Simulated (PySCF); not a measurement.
Formyl cation, CHO (charge +1).
SMILES: `C#[O+]`

Level of theory: TDDFT CAM-B3LYP/aug-cc-pVTZ, vertical, gas phase, core orbitals frozen in the response in PySCF 2.14.0, density-fitted response routines. Isolated species at its PBE0-D3(BJ)/def2-TZVP geometry, gas phase.

Computed states:

| state | E (eV) | f |
| --- | --- | --- |
| S1 | 9.50 | 0.0000 |
| S2 | 9.92 | 0.0000 |
| S3 | 9.92 | 0.0000 |
| S4 | 11.70 | 0.0014 |
| S5 | 11.70 | 0.0014 |
| S6 | 14.41 | 0.0071 |
| S7 | 14.41 | 0.0071 |
| S8 | 14.69 | 0.321 |
| S9 | 15.99 | 0.226 |
| S10 | 15.99 | 0.226 |

Each state is given a Gaussian of 0.5 eV full width at half maximum, with ε(max) = 2.175×10⁸ f / Δν̃ (Δν̃ the width in cm⁻¹). The cross-section is σ = 3.8235×10⁻²¹ ε cm², given in Mb (10⁻¹⁸ cm²). The width is an assumption, not a result. The curve ends short of the highest state used, and states not computed would add to its high-energy end.

Task: Give the broadened spectrum and its maxima.

Result: 
(E (eV), σ (Mb)): (8.75, 0.00), (8.94, 0.00), (9.13, 0.00), (9.32, 0.00), (9.51, 0.00), (9.70, 0.00), (9.89, 0.00), (10.08, 0.00), (10.27, 0.00), (10.46, 0.00), (10.65, 0.00), (10.84, 0.00), (11.03, 0.00), (11.22, 0.04), (11.41, 0.23), (11.60, 0.52), (11.79, 0.54), (11.97, 0.26), (12.16, 0.06), (12.35, 0.01), (12.54, 0.00), (12.73, 0.00), (12.92, 0.00), (13.11, 0.00), (13.30, 0.00), (13.49, 0.00), (13.68, 0.01), (13.87, 0.16), (14.06, 1.61), (14.25, 10.26), (14.44, 36.78), (14.63, 65.71), (14.82, 54.73), (15.01, 20.72), (15.20, 3.64), (15.39, 2.08)

Maxima: 106 nm (11.70 eV), ε about 150, made up of S4 (50%) and S5 (50%); 84 nm (14.68 eV), ε about 18000, made up of S8 (98%) (ε in L mol⁻¹ cm⁻¹; maxima over ε = 5, shares over 10%). At its high-energy end, 15.39 eV, the curve is still rising (ε about 540, from S8, S9 and S10).

Task: Coming from long wavelengths, where does ε first pass 100 L mol⁻¹ cm⁻¹?

Result: At about 108 nm (11.51 eV), 2.01 eV above S1.

Task: What would ε be at 14.68 eV, the highest of these maxima, with half the width (0.25 eV)?

Result: About 34700 L mol⁻¹ cm⁻¹ against 17700, a factor of about 1.96; a lone state at its own centre would give exactly 2.
